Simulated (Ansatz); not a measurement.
`C[BH][AlH2]` + HCl → `[AlH2][BH]Cl` + CH₄ at 298.15 K and 1 bar (ligand exchange at a B–C bond).

Isolated molecules relaxed with PBE0-D4/def2-TZVP in Ansatz; ΔE leaves out vibrations. CBS: MP2 limit from def2 TZ/QZ plus the TZ coupled-cluster correction, frozen cores. This one scheme is used for every species.

| species | CCSD(T)/CBS energy (Eh) | H − E (kJ/mol) | S (J/(mol·K)) |
| --- | --- | --- | --- |
| `C[BH][AlH2]` | -308.41859 | 177.5 | 309.9 |
| HCl | -460.38127 | 26.6 | 186.8 |
| `[AlH2][BH]Cl` | -728.37691 | 84.8 | 306.0 |
| CH₄ | -40.46206 | 127.4 | 186.2 |

H − E and S are ideal-gas, rigid-rotor, harmonic terms from PBE0-D4/def2-TZVP, for one conformer and one mirror image of each species. 1 Eh = 2625.50 kJ/mol, R = 8.31446 J/(mol·K).

By hand: ΔE, ΔH, ΔS and ΔG.

ΔE = (-728.37691) + (-40.46206) − (-308.41859) − (-460.38127) = -0.03911 Eh = -102.7 kJ/mol. Δ(H − E) = 84.8 + 127.4 − 177.5 − 26.6 = 8.1, so ΔH = -94.6 kJ/mol. ΔS = 306.0 + 186.2 − 309.9 − 186.8 = -4.5 J/(mol·K). ΔG = -94.6 − 298.15 × (-4.5)/1000 = -93.3 kJ/mol.

By hand: the equilibrium constant, and the temperature at which ΔG would vanish if ΔH and ΔS stayed fixed.

log₁₀ K = −ΔG/(RT ln 10) = 16.3. ΔG = 0 at ΔH/ΔS = 21022 K, far beyond where these terms or the molecules hold.

The number of gas molecules stays the same, so ΔS is small and ΔH decides. A doubt of 5 kJ/mol in ΔE shifts log₁₀ K by 0.9 here. Other conformers and mirror images would add mixing entropy, several J/(mol·K) or more a flexible species. These are equilibria of isolated gas molecules and say nothing of rates. Largest T1 diagnostic: 0.013 (customary marks: 0.02 for closed shells, 0.045 for open ones).
